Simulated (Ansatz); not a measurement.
We consider zinc-blende MgTe (metastable phase), described by PBE+SOC in Ansatz (PAW).

Numerical settings: plane-wave cutoff 520 eV, 10×10×10 k mesh, Fermi–Dirac smearing 0.01 eV, PAW data made under PBE.

Response to compression and expansion:

| V (Å³/atom) | P (GPa) | direct gap at Γ (eV) |
|---|---|---|
| 32.424 | 2.37 | 2.337 |
| 33.114 | 1.50 | 2.243 |
| 33.803 | 0.71 | 2.152 |
| 34.493 | 0.00 | 2.065 |
| 35.183 | -0.64 | 1.981 |
| 35.873 | -1.22 | 1.900 |
| 36.563 | -1.74 | 1.821 |

A straight line through the gaps at Γ against ln V gives a volume deformation potential dE_g(Γ)/d ln V of -4.3 eV: the gap at Γ widens under compression.

Measured, for comparison: band gap 3.67 eV (2 K, zero-point motion not removed; as tabulated in arXiv:1206.3780).

Ansatz is a program for electronic structure.
